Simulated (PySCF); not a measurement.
LiH, SMILES [LiH]. Heavy atoms are numbered as in [LiH:1]. Hydrogens are named by the atom that carries them.

The structure is a stationary point at PBE0-D3(BJ)/def2-TZVPD.

Computed with PySCF with HF/def2-TZVPD.

Mulliken values depend strongly on the basis, most of all with diffuse functions as here. ESP charges are fitted to the potential on shells at 1.4 to 2.0 van der Waals radii. Atomic charges (e), one atom of each kind:

```csv
atom,ESP fit,Mulliken,meta-Löwdin
Li1 (LiH),0.69,0.63,0.54
H on Li1,-0.69,-0.63,-0.54
```
